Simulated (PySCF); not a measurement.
Two structures of BSiNH$_{8}$, singlet, reached by relaxing down either side of one saddle point (PBE0-D4/def2-TZVP). Energies are electronic, without zero-point energy. PySCF 2.14 with density fitting (its default auxiliary sets; JK sets also for MP2 and CCSD(T)); basis: def2-TZVPP and def2-QZVPP; cores frozen in the correlated methods. Extrapolation: Hartree–Fock as exp(−7.88 √X), correlation as X^−2.97. First:

```json
{"atom": "B1", "x (Å)": "-1.4674", "y (Å)": "-0.1622", "z (Å)": "-0.6146"}
{"atom": "N2", "x (Å)": "-1.8971", "y (Å)": "1.0669", "z (Å)": "-1.0867"}
{"atom": "H3", "x (Å)": "-0.8516", "y (Å)": "-0.8837", "z (Å)": "-1.3454"}
{"atom": "H4", "x (Å)": "-1.7273", "y (Å)": "-0.4764", "z (Å)": "0.5112"}
{"atom": "H5", "x (Å)": "1.2079", "y (Å)": "0.5831", "z (Å)": "0.4704"}
{"atom": "Si6", "x (Å)": "2.0091", "y (Å)": "-0.5400", "z (Å)": "1.0199"}
{"atom": "H7", "x (Å)": "-2.4176", "y (Å)": "1.7209", "z (Å)": "-0.5274"}
{"atom": "H8", "x (Å)": "-1.7144", "y (Å)": "1.3929", "z (Å)": "-2.0206"}
{"atom": "H9", "x (Å)": "3.2242", "y (Å)": "-0.7319", "z (Å)": "0.1870"}
{"atom": "H10", "x (Å)": "2.4177", "y (Å)": "-0.2180", "z (Å)": "2.4116"}
{"atom": "H11", "x (Å)": "1.2000", "y (Å)": "-1.7833", "z (Å)": "1.0139"}
```

Second:

```xyz
11
angstrom
B -0.5121 -0.4111 -0.4780
N -0.4549 1.1951 -0.7629
H -0.1818 -0.9386 -1.5168
H -1.6626 -0.6515 -0.1878
H 0.4812 1.4901 -1.0253
Si 0.7542 -0.8685 1.0259
H -0.7276 1.7264 0.0591
H -1.0840 1.4483 -1.5194
H 2.1788 -0.4788 0.7495
H 0.4339 -0.1711 2.3177
H 0.7771 -2.3273 1.3360
```

Problem. Which bonds change from the first to the second?

Solution. BNH₄ ([BH2][NH2]) + SiH₄ → BSiH₅ ([BH2][SiH3]) + NH₃ (still joined by a long B–N bond); bonds formed: B1–Si6, N2–H5; bonds broken: H5–Si6; bonds weakened to dative contacts: B1–N2.

Problem. Give the saddle point's structure and its height above each. (To be estimated.)

Solution. By the calculation: 201.5 kJ/mol above the first and 176.0 kJ/mol above the second (CCSD(T) at an estimated basis limit (MP2 extrapolated from triple and quadruple zeta, plus CCSD(T) − MP2 in triple zeta)).
```xyz
11
angstrom
B -0.7491 -0.3302 -0.2322
N -0.9982 1.1424 -0.7173
H -0.6112 -1.1306 -1.1168
H -1.3872 -0.6532 0.7329
H 0.1447 0.7058 -0.1254
Si 1.2421 -0.5496 0.6667
H -1.6466 1.7066 -0.1960
H -1.0147 1.3159 -1.7075
H 2.4368 -0.3812 -0.2102
H 1.5149 0.1689 1.9449
H 1.0686 -1.9946 0.9611
```

No T1 diagnostic of these runs exceeds 0.013. The start structure is not quite a true minimum (one mode of 45i cm⁻¹).

Labels in which every atom is bracketed show which atoms are joined, not bond orders.

For scale, one of the runs: CCSD(T)/def2-TZVPP, 216 basis functions, launched by `OMP_NUM_THREADS=4 python run.py`. Hardware: 4 CPU threads of an Arm Neoverse V2, shared host. Wall time 6.6 min; peak host memory 2.8 GiB.
